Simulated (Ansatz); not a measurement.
We consider bcc Cs, described by PBE0-D3(BJ) in Ansatz (plane waves, PAW).

Run with plane-wave cutoff 460 eV, 8×8×8 k mesh, Fermi–Dirac smearing 0.05 eV, scalar-relativistic PAW data made under PBE.

Pressure at four volumes; x = ln(V/115.387 Å³). One pressure is withheld.

```
V (Å³/atom)        x  P (GPa)
-----------  -------  -------
109.172      -0.0554        ?
112.298      -0.0271    0.059
115.387       0.0000   -0.004
120.936       0.0470   -0.099
```

### Question
Pass a parabola P(x) through the three rows shown, estimate the bulk modulus and its pressure derivative near zero pressure, and predict the withheld pressure.

### Answer
Slopes between the rows: (-0.004 − (0.059))/(0.0000 − (-0.0271)) = -2.32 and (-0.099 − (-0.004))/(0.0470 − (0.0000)) = -2.02 GPa. Their difference over the span 0.0741 is c = 0.30/0.0741 = 4.0 GPa, so P(x) = 0.059 + (-2.32)(x − (-0.0271)) + 4.0 (x − (-0.0271))(x − (0.0000)). At the middle row B = −dP/dx = −[-2.32 + 4.0 × 0.0271] = 2.2 GPa, and B′ = dB/dP = 2c/B = 3.6. At x = -0.0554 the parabola gives 0.131 GPa; the run gives 0.131 GPa. The Birch–Murnaghan fit to the energies at all volumes has B0 = 2.22 GPa and B′ = 3.6.

Measured, for comparison: bulk modulus 2.11 GPa (corrected for temperature and zero-point phonon effects, our sources range from 2.11 to 2.35; as tabulated in Levämäki et al. (2014), arXiv:1402.3671). Computed (rounded) less measured: bulk modulus +5 % (inside the range of the sources held).

Spin–orbit coupling is not included.

Ansatz is an electronic-structure program.
